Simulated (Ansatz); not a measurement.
Compare A (`FC1=CCC1`) with its isomer B (`CC#CCF`).

Calculated with Ansatz (gas phase, PBE0-D4/def2-TZVP geometries, no zero-point term in ΔE). CCSD(T)/CBS adds triple-zeta CCSD(T) − MP2 to the extrapolated MP2 energy (def2 sets, frozen cores). DFT in def2-TZVPP.

A:

Z-matrix (Å, degrees):
```
C
C 1 1.562
C 1 1.515 2 87.5
H 1 1.093 2 113.9 3 116.8
H 1 1.092 2 113.9 3 -116.9
C 2 1.490 1 83.6 3 -0.0
H 2 1.092 1 115.1 3 -115.7
H 2 1.092 1 115.0 3 115.6
H 3 1.080 1 133.6 2 -180.0
F 6 1.323 2 128.7 1 -180.0
```

B:

```xyz
10

C    -1.2689   -0.7291   -1.4517
C    -0.3714   -0.2371   -0.4266
C     0.3702    0.1805    0.4216
C     1.2693    0.6681    1.4488
F     1.2718    2.0509    1.5092
H    -0.7212   -1.2599   -2.2340
H    -1.8039    0.1012   -1.9194
H    -2.0108   -1.4116   -1.0302
H     2.2953    0.3431    1.2494
H     0.9697    0.2939    2.4329
```

(1) Which isomer does CCSD(T)/CBS put lower? Give the gap. (An estimate is asked.)

(2) Give E(B) − E(A) in kcal/mol with MP2/def2-TZVPP, CCSD(T)/def2-TZVPP, r2SCAN-D4, B2PLYP, PBE0-D4, BLYP-D4, CCSD(T)/def2-SVP. (Best estimate.)

(3) Does the order hold for the free energy at 298.15 K (harmonic terms from PBE0-D4)? (An estimate is asked.)

Largest T1 diagnostic: 0.011.

Answers

(1) The calculation gave: A, by 6.0 kcal/mol.

(2) Ansatz gave: MP2/def2-TZVPP 5.4, CCSD(T)/def2-TZVPP 6.2, r2SCAN-D4 7.7, B2PLYP 3.1, PBE0-D4 10.6, BLYP-D4 2.4, CCSD(T)/def2-SVP 7.1. None reverses the order clearly.

(3) Computed: Yes: G(B) − G(A) = +2.6 kcal/mol. Modes under 60 cm⁻¹, often nearly free rotors, make the harmonic entropy too high.

At CCSD(T), def2-SVP lies +1.1 kcal/mol from the extrapolated value and def2-TZVPP +0.2 kcal/mol. From BLYP to BHLYP (50 % exact exchange), in def2-TZVPP and without D4, E(B) − E(A) moves by +3.0 kcal/mol.
